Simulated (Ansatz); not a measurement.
The input, for Ansatz 0.2.0:

```yaml
crystal:
  periodic: [false, false, false]
  atoms:
    - {symbol: Se, position_ang: [0.000000, 0.000000, 0.000000]}
    - {symbol: Mg, position_ang: [0.000000, 0.000000, 7.747000]}
basis:
  gaussian: {orbitals: cc-pVDZ}
total_charge: 1
magnetization: {spin_polarized: false, initial_magnetization: 3}
correlation: {active_space: {window: {electrons: 7, orbitals: 8}, states: [{multiplicity: 4, weights: [1, 1, 1, 0.5]}]}}
accuracy: high
```

```sh
$ ansatz run in.yaml --threads 1 --pin off --events-out ev --progress --plain --max-ram 2393MiB
```

(1) Roughly how long does this take on 1 thread of Arm Neoverse V2, shared host, and how much host memory?

```
738 factors; integrals over basis functions are off by at most 4.6e-9 eV
mean field evaluation 1: about -70726.2646 eV, gradient 9.9e0 eV
mean field evaluation 2: about -70726.2701 eV, gradient 9.8e0 eV
mean field evaluation 4: about -70726.7267 eV, gradient 3.3e-1 eV
mean field evaluation 8: about -70726.7262 eV, gradient 1.4e-1 eV
mean field evaluation 16: about -70726.7271 eV, gradient 1.3e-8 eV
mean field evaluation 32: about -70726.7105 eV, gradient 1.9e-1 eV
mean field evaluation 64: about -70726.7251 eV, gradient 2.0e-1 eV
mean field evaluation 96: about -70726.6931 eV, gradient 8.9e-8 eV
mean field -70726.72714782 eV, -2599.1592823847 hartree, gradient 1.3e-8 eV, S^2 3.750000; 9 other end points of the search recorded, 0 dependent functions left out
reference -70726.72714782 eV, -2599.1592823847 hartree; 24, 21 occupied and 21, 24 virtual orbitals, 738 factors
state -70727.74591778 eV, -2599.1967214903 hartree
state -70727.62407119 eV, -2599.1922437107 hartree
state -70727.62407119 eV, -2599.1922437107 hartree
state -70724.95314056 eV, -2599.0940888204 hartree
Total energy: -70727.27732298 eV, -2599.1795009491 hartree
```

The total printed last is the weighted mean of the 4 states, 0.469 eV above the lowest of them, and is no single state's energy.

Answers

(1) 20 s wall and 0.21 GiB.
